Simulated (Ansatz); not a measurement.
## Molecular dynamics of BFH2O

Input file:

```yaml
crystal:
  periodic: [false, false, false]
  atoms:
    - { symbol: B, position_ang: [0.015526, -0.065484, -0.05619] }
    - { symbol: F, position_ang: [-0.070237, -0.134685, 1.29092] }
    - { symbol: H, position_ang: [1.058152, 0.226765, -0.577465] }
    - { symbol: O, position_ang: [-1.071517, -0.323982, -0.840358] }
    - { symbol: H, position_ang: [-1.853324, -0.549315, -0.293408] }
basis:
  gaussian: { orbitals: "6-31G*" }
hamiltonian:
  xc: revpbe
md:
  timestep: 0.5
  n_steps: 250
  ensemble: nve_milne
  temperature: 1000.0
  initial_velocities: maxwell_boltzmann
  seed: 350430
```

Launched with:

```bash
$ ansatz run input.yaml --threads 1 --pin off --max-ram 2048MiB --backend cpu --events-out ev --progress --plain --runs-dir out
```

It starts from a relaxed structure.

Output, in part (one step line in 5, the closing report, with atoms numbered from 0):

```
md step     0: t =     0.00 fs  T =  1000.0 K  F+E_penalty+E_count = -5473.43251255 eV  E_kin = 0.387780 eV  conserved = -5473.04473255 eV  (22 SCF iters)
md step     5: t =     2.50 fs  T =   855.5 K  F+E_penalty+E_count = -5473.37648016 eV  E_kin = 0.331749 eV  conserved = -5473.04473100 eV  (25 SCF iters)
md step    10: t =     5.00 fs  T =   580.3 K  F+E_penalty+E_count = -5473.26976191 eV  E_kin = 0.225028 eV  conserved = -5473.04473348 eV  (26 SCF iters)
md step    15: t =     7.50 fs  T =   363.6 K  F+E_penalty+E_count = -5473.18571471 eV  E_kin = 0.140987 eV  conserved = -5473.04472759 eV  (26 SCF iters)
md step    20: t =    10.00 fs  T =   280.7 K  F+E_penalty+E_count = -5473.15359259 eV  E_kin = 0.108860 eV  conserved = -5473.04473289 eV  (27 SCF iters)
md step    25: t =    12.50 fs  T =   290.9 K  F+E_penalty+E_count = -5473.15754310 eV  E_kin = 0.112811 eV  conserved = -5473.04473234 eV  (27 SCF iters)
md step    30: t =    15.00 fs  T =   270.3 K  F+E_penalty+E_count = -5473.14956249 eV  E_kin = 0.104832 eV  conserved = -5473.04473024 eV  (27 SCF iters)
md step    35: t =    17.50 fs  T =   232.3 K  F+E_penalty+E_count = -5473.13482097 eV  E_kin = 0.090089 eV  conserved = -5473.04473238 eV  (23 SCF iters)
md step    40: t =    20.00 fs  T =   306.1 K  F+E_penalty+E_count = -5473.16343951 eV  E_kin = 0.118709 eV  conserved = -5473.04473099 eV  (26 SCF iters)
md step    45: t =    22.50 fs  T =   505.7 K  F+E_penalty+E_count = -5473.24084639 eV  E_kin = 0.196109 eV  conserved = -5473.04473758 eV  (26 SCF iters)
md step    50: t =    25.00 fs  T =   745.4 K  F+E_penalty+E_count = -5473.33378395 eV  E_kin = 0.289056 eV  conserved = -5473.04472833 eV  (26 SCF iters)
md step    55: t =    27.50 fs  T =   834.9 K  F+E_penalty+E_count = -5473.36847506 eV  E_kin = 0.323743 eV  conserved = -5473.04473161 eV  (26 SCF iters)
md step    60: t =    30.00 fs  T =   792.9 K  F+E_penalty+E_count = -5473.35220707 eV  E_kin = 0.307475 eV  conserved = -5473.04473254 eV  (26 SCF iters)
md step    65: t =    32.50 fs  T =   686.5 K  F+E_penalty+E_count = -5473.31093420 eV  E_kin = 0.266204 eV  conserved = -5473.04472973 eV  (27 SCF iters)
md step    70: t =    35.00 fs  T =   550.2 K  F+E_penalty+E_count = -5473.25808293 eV  E_kin = 0.213348 eV  conserved = -5473.04473504 eV  (27 SCF iters)
md step    75: t =    37.50 fs  T =   447.9 K  F+E_penalty+E_count = -5473.21841213 eV  E_kin = 0.173682 eV  conserved = -5473.04473054 eV  (27 SCF iters)
md step    80: t =    40.00 fs  T =   357.3 K  F+E_penalty+E_count = -5473.18328099 eV  E_kin = 0.138549 eV  conserved = -5473.04473154 eV  (26 SCF iters)
md step    85: t =    42.50 fs  T =   303.6 K  F+E_penalty+E_count = -5473.16246942 eV  E_kin = 0.117738 eV  conserved = -5473.04473171 eV  (27 SCF iters)
md step    90: t =    45.00 fs  T =   302.1 K  F+E_penalty+E_count = -5473.16186256 eV  E_kin = 0.117132 eV  conserved = -5473.04473072 eV  (23 SCF iters)
md step    95: t =    47.50 fs  T =   331.8 K  F+E_penalty+E_count = -5473.17341821 eV  E_kin = 0.128684 eV  conserved = -5473.04473382 eV  (27 SCF iters)
md step   100: t =    50.00 fs  T =   389.3 K  F+E_penalty+E_count = -5473.19568763 eV  E_kin = 0.150959 eV  conserved = -5473.04472896 eV  (26 SCF iters)
md step   105: t =    52.50 fs  T =   441.8 K  F+E_penalty+E_count = -5473.21604459 eV  E_kin = 0.171311 eV  conserved = -5473.04473310 eV  (26 SCF iters)
md step   110: t =    55.00 fs  T =   513.5 K  F+E_penalty+E_count = -5473.24385332 eV  E_kin = 0.199123 eV  conserved = -5473.04473021 eV  (26 SCF iters)
md step   115: t =    57.50 fs  T =   596.9 K  F+E_penalty+E_count = -5473.27621382 eV  E_kin = 0.231482 eV  conserved = -5473.04473228 eV  (27 SCF iters)
md step   120: t =    60.00 fs  T =   606.4 K  F+E_penalty+E_count = -5473.27989948 eV  E_kin = 0.235167 eV  conserved = -5473.04473276 eV  (27 SCF iters)
md step   125: t =    62.50 fs  T =   564.2 K  F+E_penalty+E_count = -5473.26350754 eV  E_kin = 0.218778 eV  conserved = -5473.04472918 eV  (26 SCF iters)
md step   130: t =    65.00 fs  T =   483.0 K  F+E_penalty+E_count = -5473.23201252 eV  E_kin = 0.187282 eV  conserved = -5473.04473036 eV  (27 SCF iters)
md step   135: t =    67.50 fs  T =   438.5 K  F+E_penalty+E_count = -5473.21475610 eV  E_kin = 0.170024 eV  conserved = -5473.04473211 eV  (27 SCF iters)
md step   140: t =    70.00 fs  T =   470.3 K  F+E_penalty+E_count = -5473.22710592 eV  E_kin = 0.182375 eV  conserved = -5473.04473056 eV  (27 SCF iters)
md step   145: t =    72.50 fs  T =   518.8 K  F+E_penalty+E_count = -5473.24590109 eV  E_kin = 0.201171 eV  conserved = -5473.04473025 eV  (24 SCF iters)
md step   150: t =    75.00 fs  T =   568.6 K  F+E_penalty+E_count = -5473.26522618 eV  E_kin = 0.220495 eV  conserved = -5473.04473146 eV  (25 SCF iters)
md step   155: t =    77.50 fs  T =   569.7 K  F+E_penalty+E_count = -5473.26565563 eV  E_kin = 0.220921 eV  conserved = -5473.04473444 eV  (26 SCF iters)
md step   160: t =    80.00 fs  T =   567.1 K  F+E_penalty+E_count = -5473.26463709 eV  E_kin = 0.219906 eV  conserved = -5473.04473062 eV  (26 SCF iters)
md step   165: t =    82.50 fs  T =   574.1 K  F+E_penalty+E_count = -5473.26735096 eV  E_kin = 0.222619 eV  conserved = -5473.04473211 eV  (26 SCF iters)
md step   170: t =    85.00 fs  T =   515.4 K  F+E_penalty+E_count = -5473.24457302 eV  E_kin = 0.199843 eV  conserved = -5473.04473028 eV  (26 SCF iters)
md step   175: t =    87.50 fs  T =   414.5 K  F+E_penalty+E_count = -5473.20548371 eV  E_kin = 0.160753 eV  conserved = -5473.04473100 eV  (26 SCF iters)
md step   180: t =    90.00 fs  T =   314.6 K  F+E_penalty+E_count = -5473.16672161 eV  E_kin = 0.121987 eV  conserved = -5473.04473470 eV  (27 SCF iters)
md step   185: t =    92.50 fs  T =   285.8 K  F+E_penalty+E_count = -5473.15555089 eV  E_kin = 0.110821 eV  conserved = -5473.04472948 eV  (27 SCF iters)
md step   190: t =    95.00 fs  T =   352.4 K  F+E_penalty+E_count = -5473.18139273 eV  E_kin = 0.136661 eV  conserved = -5473.04473139 eV  (27 SCF iters)
md step   195: t =    97.50 fs  T =   461.5 K  F+E_penalty+E_count = -5473.22368417 eV  E_kin = 0.178953 eV  conserved = -5473.04473089 eV  (27 SCF iters)
md step   200: t =   100.00 fs  T =   590.8 K  F+E_penalty+E_count = -5473.27385174 eV  E_kin = 0.229118 eV  conserved = -5473.04473328 eV  (26 SCF iters)
md step   205: t =   102.50 fs  T =   693.2 K  F+E_penalty+E_count = -5473.31354514 eV  E_kin = 0.268814 eV  conserved = -5473.04473154 eV  (26 SCF iters)
md step   210: t =   105.00 fs  T =   765.3 K  F+E_penalty+E_count = -5473.34148480 eV  E_kin = 0.296757 eV  conserved = -5473.04472800 eV  (26 SCF iters)
md step   215: t =   107.50 fs  T =   778.3 K  F+E_penalty+E_count = -5473.34654711 eV  E_kin = 0.301814 eV  conserved = -5473.04473326 eV  (26 SCF iters)
md step   220: t =   110.00 fs  T =   676.4 K  F+E_penalty+E_count = -5473.30703010 eV  E_kin = 0.262300 eV  conserved = -5473.04473010 eV  (26 SCF iters)
md step   225: t =   112.50 fs  T =   511.6 K  F+E_penalty+E_count = -5473.24313640 eV  E_kin = 0.198406 eV  conserved = -5473.04473080 eV  (26 SCF iters)
md step   230: t =   115.00 fs  T =   353.7 K  F+E_penalty+E_count = -5473.18190202 eV  E_kin = 0.137169 eV  conserved = -5473.04473278 eV  (27 SCF iters)
md step   235: t =   117.50 fs  T =   270.7 K  F+E_penalty+E_count = -5473.14969396 eV  E_kin = 0.104966 eV  conserved = -5473.04472841 eV  (26 SCF iters)
md step   240: t =   120.00 fs  T =   221.7 K  F+E_penalty+E_count = -5473.13070444 eV  E_kin = 0.085970 eV  conserved = -5473.04473411 eV  (26 SCF iters)
md step   245: t =   122.50 fs  T =   185.6 K  F+E_penalty+E_count = -5473.11672087 eV  E_kin = 0.071990 eV  conserved = -5473.04473072 eV  (27 SCF iters)
md step   250: t =   125.00 fs  T =   202.0 K  F+E_penalty+E_count = -5473.12307975 eV  E_kin = 0.078350 eV  conserved = -5473.04473007 eV  (23 SCF iters)
Total energy: -5473.12310240 eV, -201.1335641969 hartree
Atom 0 at    -0.053587    -0.013161    -0.052204 Å, force     0.238716    -0.322681     1.369737 eV/Å
Atom 1 at    -0.015842    -0.133008     1.353473 Å, force    -0.656211     0.200813    -2.088639 eV/Å
Atom 2 at     0.949137     0.405747    -0.568089 Å, force     0.074534    -0.123929     0.005093 eV/Å
Atom 3 at    -1.072859    -0.389627    -0.897083 Å, force     0.099168     0.647134     0.304033 eV/Å
Atom 4 at    -2.007044    -0.279095    -0.624185 Å, force     0.243792    -0.401337     0.409776 eV/Å
Dipole moment:    -0.369218     0.060006    -0.046687 e Å
```

All steps were run. The conserved energy stayed within 0.0018 meV per atom of its start (net change 0.0006 meV per atom), so the integration is sound. The temperature averaged 0.48 of the 1000 K drawn at the start: a run that starts near a minimum puts about half its kinetic energy into the potential. A run of 0.12 ps of so small a system gives no equilibrium averages.

The same pairs are bonded in the first frame and the last. Pairs count as bonded within 1.25 times the sum of covalent radii (0.12 Å more for H–H).

Last frame:

```xyz
5
Properties=species:S:1:pos:R:3
B -0.054 -0.013 -0.052
F -0.016 -0.133 1.353
H 0.949 0.406 -0.568
O -1.073 -0.390 -0.897
H -2.007 -0.279 -0.624
```

The run took 3.2 min on 1 thread of Arm Neoverse V2, with other jobs on the host, peak memory 0.059 GiB.
